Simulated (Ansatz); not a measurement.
C (diamond): values from a third-order Birch-Murnaghan fit to a volume scan beside measured ones. Computed values: r2SCAN (plane waves to 500 eV, PAW, scalar-relativistic; Ansatz, an electronic-structure program). C was relaxed with its symmetry unable to fall.

```
quantity                reference                                       kind  r2SCAN  difference
----------------------  ---------  -----------------------------------------  ------  ----------
Lattice constant a (Å)      3.553  measured, corrected to the static lattice   3.560      +0.2 %
Bulk modulus B₀ (GPa)       454.7  measured, corrected to the static lattice     450      -1.1 %
```

For the lattice constant a it lies within 0.3 % of the reference. For the bulk modulus B₀ it lies within 5 % of the reference.

References as given in: Daniel Mejia-Rodriguez, S. B. Trickey, Physical Review B (2018), arXiv:1807.09216.

(A scan under strain: stresses follow from slopes of the energy per volume, elastic moduli from its curvatures.)
